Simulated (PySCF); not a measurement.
**What binds AlCl⁺: the parts of the energy along the bond**

State: ²Σ⁺, doublet, unpaired electrons σ ↑. ROHF-based CCSD(T) in PySCF 2.14 with Al cc-pV(T+d)Z, Cl cc-pV(T+d)Z and Al cc-pV(Q+d)Z, Cl cc-pV(Q+d)Z (frozen core orbitals: 10; no relativity). Correlation energies are extrapolated as n⁻³ (n = 3, 4), Hartree–Fock as (n+1)·exp(−9√n). CV is the change on freezing 2 orbitals instead, in Al cc-pwCVTZ, Cl cc-pwCVTZ. SR is the spin-free X2C energy in Al cc-pVTZ-DK, Cl cc-pVTZ-DK less the non-relativistic one in Al cc-pVTZ, Cl cc-pVTZ. All energies in eV from Al⁺ + Cl.

| R (Å) | HF/CBS | CCSD corr. | (T) | CV | SR | total |
| --- | --- | --- | --- | --- | --- | --- |
| 1.7898 | -0.826 | -0.291 | -0.1171 | 0.0163 | 0.0188 | -1.199 |
| 1.8711 | -1.329 | -0.296 | -0.1250 | 0.0366 | 0.0229 | -1.691 |
| 1.9525 | -1.554 | -0.304 | -0.1335 | 0.0519 | 0.0252 | -1.915 |
| 2.0338 | -1.581 | -0.317 | -0.1424 | 0.0627 | 0.0263 | -1.952 |
| 2.1152 | -1.471 | -0.335 | -0.1517 | 0.0697 | 0.0264 | -1.862 |
| 2.2169 | -1.205 | -0.368 | -0.1637 | 0.0736 | 0.0253 | -1.638 |
| 2.3185 | -0.854 | -0.416 | -0.1756 | 0.0722 | 0.0230 | -1.351 |

A fit to the total gives Re = 2.0123 Å, De = 1.957 eV, ωe = 614.8 cm⁻¹, Be = 0.2733 cm⁻¹ (masses 26.9815 and 34.9689 u).

At R = 2.0338 Å the CCSD correlation energy is -0.233250 hartree in the smaller basis and -0.253160 in the larger. Extrapolate it.

(4³·E4 − 3³·E3)/(4³ − 3³) = -0.26769 hartree; the larger basis holds 94.6 % of it.

The T1 diagnostic is 0.021. The state was picked by a PBE0 search and need not be the measured ground state. Spin–orbit coupling, excitations beyond (T) and corrections to the Born–Oppenheimer picture are left out.
